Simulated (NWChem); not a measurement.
System: methanol (CH$_{4}$O); SMILES CO

Here is an NWChem input.

```
start job
memory heap 200 mb stack 900 mb global 1100 mb
geometry units angstroms
  C     -0.666756     0.204248     0.185643
  O      0.611954    -0.230834    -0.206181
  H     -0.814057     0.107644     1.266827
  H     -1.382108    -0.436553    -0.326513
  H     -0.848451     1.244090    -0.107234
  H      1.275969     0.315100     0.227552
end
basis spherical
  * library def2-svp
end
dft
  xc b3lyp
  iterations 150
end
driver
  maxiter 150
end
task dft optimize
```

Output (shortened):

```
             Northwest Computational Chemistry Package (NWChem) 7.3.0
             --------------------------------------------------------

 CS  symmetry detected

                             Geometry "geometry" -> ""
                             -------------------------

 Output coordinates in angstroms (scale by  1.889725989 to convert to a.u.)

  No.       Tag          Charge          X              Y              Z
 ---- ---------------- ---------- -------------- -------------- --------------
    1 C                    6.0000    -0.01068080    -0.66000908     0.00000000
    2 O                    8.0000    -0.08831022     0.74423283     0.00000000
    3 H                    1.0000     0.50144238    -1.03759442    -0.89173049
    4 H                    1.0000    -1.03550020    -1.02661821     0.00000000
    5 H                    1.0000     0.50144238    -1.03759442     0.89173049
    6 H                    1.0000     0.80318201     1.10799891     0.00000000

 Effective nuclear repulsion energy (a.u.)      40.5172687316

      Symmetry information
      --------------------

 Group name             Cs
 Group number              2
 Group order               2
 No. of unique centers     5

                                Z-matrix (autoz)
                                --------

 Units are Angstrom for bonds and degrees for angles

      Type          Name      I     J     K     L     M      Value
      ----------- --------  ----- ----- ----- ----- ----- ----------
    1 Stretch                  1     2                       1.40639
    2 Stretch                  1     3                       1.09546
    3 Stretch                  1     4                       1.08842
    4 Stretch                  1     5                       1.09546
    5 Stretch                  2     6                       0.96285
    6 Bend                     1     2     6               109.03330
    7 Bend                     2     1     3               111.71331
    8 Bend                     2     1     4               106.51947
    9 Bend                     2     1     5               111.71331
   10 Bend                     3     1     4               108.90994
   11 Bend                     3     1     5               108.98247
   12 Bend                     4     1     5               108.90994
   13 Torsion                  3     1     2     6         -61.18680
   14 Torsion                  4     1     2     6         180.00000
   15 Torsion                  5     1     2     6          61.18680

                           NWChem Geometry Optimization
                           ----------------------------

 maximum gradient threshold         (gmax) =   0.000450
 rms gradient threshold             (grms) =   0.000300
 maximum cartesian step threshold   (xmax) =   0.001800
 rms cartesian step threshold       (xrms) =   0.001200
 fixed trust radius                (trust) =   0.300000
 source of zmatrix                         =   autoz

          -------------------
          Energy Minimization
          -------------------

 Using diagonal initial Hessian
 Scaling for Hessian diagonals: bonds = 1.00  angles = 0.25  torsions = 0.10

          --------
          Step   0

                                 NWChem DFT Module
                                 -----------------

 Summary of "ao basis" -> "ao basis" (spherical)
 ------------------------------------------------------------------------------
       Tag                 Description            Shells   Functions and Types
 ---------------- ------------------------------  ------  ---------------------
 C                          def2-svp                 6       14   3s2p1d
 O                          def2-svp                 6       14   3s2p1d
 H                          def2-svp                 3        5   2s1p

      Symmetry analysis of basis
      --------------------------

        a'         33
        a"         15

            General Information
            -------------------
          SCF calculation type: DFT
          Wavefunction type:  closed shell.
          No. of atoms     :     6
          No. of electrons :    18
           Alpha electrons :     9
            Beta electrons :     9
          Charge           :     0
          Spin multiplicity:     1
          Use of symmetry is: on ; symmetry adaption is: on
          Maximum number of iterations: 150
          AO basis - number of functions:    48
                     number of shells:    24
          Convergence on energy requested:  1.00D-06
          Convergence on density requested:  1.00D-05
          Convergence on gradient requested:  5.00D-04

              XC Information
              --------------
                         B3LYP Method XC Potential
                     Hartree-Fock (Exact) Exchange  0.200
                        Slater Exchange Functional  0.800 local
                    Becke 1988 Exchange Functional  0.720 non-local
              Lee-Yang-Parr Correlation Functional  0.810
                  VWN I RPA Correlation Functional  0.190 local

             Grid Information
             ----------------
          Grid used for XC integration:  medium
          Radial quadrature: Mura-Knowles
          Angular quadrature: Lebedev.
          Tag              B.-S. Rad. Rad. Pts. Rad. Cut. Ang. Pts.
          ---              ---------- --------- --------- ---------
          C                   0.70       49           7.0       434
          O                   0.60       49           7.0       434
          H                   0.35       45           9.0       434
          Grid pruning is: on
          Number of quadrature shells:   233
          Spatial weights used:  Erf1

      Superposition of Atomic Density Guess
      -------------------------------------

 Sum of atomic energies:        -114.31308043

      Non-variational initial energy
      ------------------------------

 Total energy =    -115.226427
 1-e energy   =    -235.063899
 2-e energy   =      79.320203
 HOMO         =      -0.374645
 LUMO         =       0.097146

      Symmetry analysis of molecular orbitals - initial
      -------------------------------------------------

  Numbering of irreducible representations:

     1 a'          2 a"

  Orbital symmetries:

     1 a'          2 a'          3 a'          4 a'          5 a'
     6 a"          7 a'          8 a'          9 a"         10 a'
    11 a'         12 a'         13 a"         14 a'         15 a'
    16 a"         17 a'         18 a'         19 a'

   convergence    iter        energy       DeltaE   RMS-Dens  Diis-err
 ---------------- ----- ----------------- --------- --------- ---------
 d= 0,ls=0.0,diis     1   -115.5931567833 -1.56D+02  1.53D-02  3.41D-01
 d= 0,ls=0.0,diis     2   -115.5927417540  4.15D-04  7.74D-03  4.11D-01
 d= 0,ls=0.0,diis     3   -115.6297092401 -3.70D-02  1.37D-03  1.77D-02
 d= 0,ls=0.0,diis     4   -115.6312451091 -1.54D-03  2.78D-04  3.55D-04
 d= 0,ls=0.0,diis     5   -115.6312768035 -3.17D-05  9.61D-05  4.54D-05
  Resetting Diis
 d= 0,ls=0.0,diis     6   -115.6312823549 -5.55D-06  1.16D-05  7.76D-07
 d= 0,ls=0.0,diis     7   -115.6312824471 -9.22D-08  2.13D-06  7.16D-09

         Total DFT energy =     -115.631282447083
      One electron energy =     -237.330952727054
           Coulomb energy =       96.703618052565
    Exchange-Corr. energy =      -15.521216504188
 Nuclear repulsion energy =       40.517268731595

 Numeric. integr. density =       17.999999480426

                  Occupations of the irreducible representations
                  ----------------------------------------------

                     irrep           alpha         beta
                     --------     --------     --------
                     a'                7.0          7.0
                     a"                2.0          2.0

                       DFT Final Molecular Orbital Analysis
                       ------------------------------------

 Vector    7  Occ=2.000000D+00  E=-4.233182D-01  Symmetry=a'
              MO Center= -3.1D-01, -2.6D-01, -2.5D-15, r^2= 1.5D+00
   Bfn.  Coefficient  Atom+Function         Bfn.  Coefficient  Atom+Function
  ----- ------------  ---------------      ----- ------------  ---------------
    19     -0.333811  2 O  py                 4      0.326891  1 C  px
    34     -0.315718  4 H  s                  5      0.259382  1 C  py
    22     -0.182056  2 O  py                 7      0.147499  1 C  px
    35     -0.115786  4 H  s                 18      0.110648  2 O  px
    17     -0.103931  2 O  s                  8      0.100084  1 C  py

 Vector    8  Occ=2.000000D+00  E=-3.264478D-01  Symmetry=a'
              MO Center= -1.7D-01,  2.3D-01,  3.4D-17, r^2= 1.6D+00
   Bfn.  Coefficient  Atom+Function         Bfn.  Coefficient  Atom+Function
  ----- ------------  ---------------      ----- ------------  ---------------
    18      0.417627  2 O  px                17     -0.270426  2 O  s
    21      0.263450  2 O  px                 4     -0.252934  1 C  px
    34      0.237610  4 H  s                 19     -0.220696  2 O  py
    44      0.211938  6 H  s                 22     -0.172291  2 O  py
    16     -0.166866  2 O  s                 29     -0.149965  3 H  s

 Vector    9  Occ=2.000000D+00  E=-2.653811D-01  Symmetry=a"
              MO Center=  2.6D-02,  3.6D-01,  7.5D-16, r^2= 1.3D+00
   Bfn.  Coefficient  Atom+Function         Bfn.  Coefficient  Atom+Function
  ----- ------------  ---------------      ----- ------------  ---------------
    20      0.588878  2 O  pz                23      0.452519  2 O  pz
    29      0.207676  3 H  s                 39     -0.207676  5 H  s
     6     -0.179558  1 C  pz                30      0.147168  3 H  s
    40     -0.147168  5 H  s                 11      0.031596  1 C  d -1
    48      0.028248  6 H  pz

[...]

      ----------------------
      Optimization converged
      ----------------------

  Step       Energy      Delta E   Gmax     Grms     Xrms     Xmax
  ---- ---------------- -------- -------- -------- -------- --------
@    4    -115.63189344 -1.0D-07  0.00005  0.00002  0.00037  0.00107
                                     ok       ok       ok       ok

                                Z-matrix (autoz)
                                --------

 Units are Angstrom for bonds and degrees for angles

      Type          Name      I     J     K     L     M      Value     Gradient
      ----------- --------  ----- ----- ----- ----- ----- ---------- ----------
    1 Stretch                  1     2                       1.40710    0.00004
    2 Stretch                  1     3                       1.10915   -0.00001
    3 Stretch                  1     4                       1.10113   -0.00001
    4 Stretch                  1     5                       1.10915   -0.00001
    5 Stretch                  2     6                       0.96517   -0.00005
    6 Bend                     1     2     6               108.20145    0.00000
    7 Bend                     2     1     3               113.24914   -0.00000
    8 Bend                     2     1     4               107.60356    0.00001
    9 Bend                     2     1     5               113.24914   -0.00000
   10 Bend                     3     1     4               107.33224   -0.00000
   11 Bend                     3     1     5               107.76145   -0.00000
   12 Bend                     4     1     5               107.33224   -0.00000
   13 Torsion                  3     1     2     6         -61.54407    0.00000
   14 Torsion                  4     1     2     6         180.00000    0.00000
   15 Torsion                  5     1     2     6          61.54407   -0.00000

                         Geometry "geometry" -> "geometry"
                         ---------------------------------

 Output coordinates in angstroms (scale by  1.889725989 to convert to a.u.)

  No.       Tag          Charge          X              Y              Z
 ---- ---------------- ---------- -------------- -------------- --------------
    1 C                    6.0000    -0.00892506    -0.64375444     0.00000000
    2 O                    8.0000    -0.09148227     0.76092240     0.00000000
    3 H                    1.0000     0.50150292    -1.05232658    -0.89596444
    4 H                    1.0000    -1.03714664    -1.03777528     0.00000000
    5 H                    1.0000     0.50150292    -1.05232658     0.89596444
    6 H                    1.0000     0.80612368     1.11567610     0.00000000

 Effective nuclear repulsion energy (a.u.)      40.3081469035

      Symmetry information
      --------------------

 Group name             Cs
 Group number              2
 Group order               2
 No. of unique centers     5

                Final and change from initial internal coordinates
                --------------------------------------------------

                                Z-matrix (autoz)
                                --------

 Units are Angstrom for bonds and degrees for angles

      Type          Name      I     J     K     L     M      Value       Change
      ----------- --------  ----- ----- ----- ----- ----- ---------- ----------
    1 Stretch                  1     2                       1.40710    0.00071
    2 Stretch                  1     3                       1.10915    0.01370
    3 Stretch                  1     4                       1.10113    0.01271
    4 Stretch                  1     5                       1.10915    0.01370
    5 Stretch                  2     6                       0.96517    0.00231
    6 Bend                     1     2     6               108.20145   -0.83186
    7 Bend                     2     1     3               113.24914    1.53583
    8 Bend                     2     1     4               107.60356    1.08409
    9 Bend                     2     1     5               113.24914    1.53583
   10 Bend                     3     1     4               107.33224   -1.57770
   11 Bend                     3     1     5               107.76145   -1.22102
   12 Bend                     4     1     5               107.33224   -1.57770
   13 Torsion                  3     1     2     6         -61.54407   -0.35727
   14 Torsion                  4     1     2     6         180.00000    0.00000
   15 Torsion                  5     1     2     6          61.54407    0.35727

 ==============================================================================
                                internuclear distances
 ------------------------------------------------------------------------------
       center one      |      center two      | atomic units |  angstroms
 ------------------------------------------------------------------------------
    2 O                |   1 C                |     2.65903  |     1.40710
    3 H                |   1 C                |     2.09600  |     1.10915
    4 H                |   1 C                |     2.08084  |     1.10113
    5 H                |   1 C                |     2.09600  |     1.10915
    6 H                |   2 O                |     1.82390  |     0.96517
 ------------------------------------------------------------------------------
                         number of included internuclear distances:          5
 ==============================================================================
```

Level: B3LYP/def2-SVP.
